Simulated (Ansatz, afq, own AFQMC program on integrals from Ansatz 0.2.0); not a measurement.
## S, quintet: AFQMC among the cluster methods

A free S atom.

Basis 6-31G. Noble-gas cores (and the filled d shells of Ga–Kr and In–Xe) are frozen. AFQMC by an in-house program on the Cholesky factors that Ansatz 0.2.0 writes for its CCSD(T) run. ph-AFQMC/CISD is guided by a CISD state made of CCSD amplitudes; releasing the constraint for a short imaginary time cuts its bias at the price of noise, slowly where states lie close. Free projection: walkers drawn from exp(T), propagated without any constraint. Its projection time is finite, and what remains of the start isn't in its error. ± is one standard error of the sampling.

Determinant: ROHF, the one that the program's search chose, which needn't be the lowest solution.

Full CI is exact in this basis; its frozen core comes from its own orbitals, which moves totals by up to a few meV.

Cautions: another spin lies lower (by 11.11 eV); in this basis the state lies above a state of the ion, a sign that the basis lacks the diffuse functions it needs, so its energy is an artefact of the basis; full CI with its own frozen core.

```
T1 diagnostic                               : 0.0046
weight of the determinant in the CISD state : 0.956
size of the correlated space                : 6 electrons in 8 orbitals
```

Reference: full CI, correlation energy -0.900 eV. The released energy is read at 1.50 1/Eh (meV from the phaseless value at times in 1/Eh: -0.5 ± 0.4 at 0.24, -0.6 ± 0.4 at 0.50, -0.8 ± 0.4 at 1.00, -0.7 ± 0.4 at 1.50). CCSDTQ lies 0.0 meV above full CI, in part by the other frozen core, which shifts every row alike, so rows that close can't be ranked against it.

| level | E − E(reference) (kJ/mol) | share of correlation (%) |
| --- | --- | --- |
| HF | 86.8 | 0.00 |
| MP2 | 37.4 | 56.86 |
| CCSD | 0.8 | 99.04 |
| CCSD(T) | 0.2 | 99.74 |
| CCSDT | 0.0 | 100.01 |
| CCSDT(Q) | 0.0 | 100.00 |
| CCSDTQ | 0.0 | 100.00 |
| ph-AFQMC/CISD | 0.0 ± 0.03 | 99.94 |
| released AFQMC | 0.0 ± 0.04 | 100.02 |
| free AFQMC | 0.0 ± 0.03 | 100.04 |

CCSDT and higher add their correlation energy to the determinant of the CCSD(T) run, since their own runs factorise the integrals more tightly (a shift of under 2 meV). Free projections are given only where their last times agree within the noise and don't stop above the reference; a slow remainder of the start can still hide under it. A walk keeps the symmetry of its determinant, which the program's search chose and which needn't be the lowest solution, so a lower state of the same spin and another symmetry isn't excluded. Released energies are given only where the last usable release times agree within the noise; a slower fall can still hide under it.
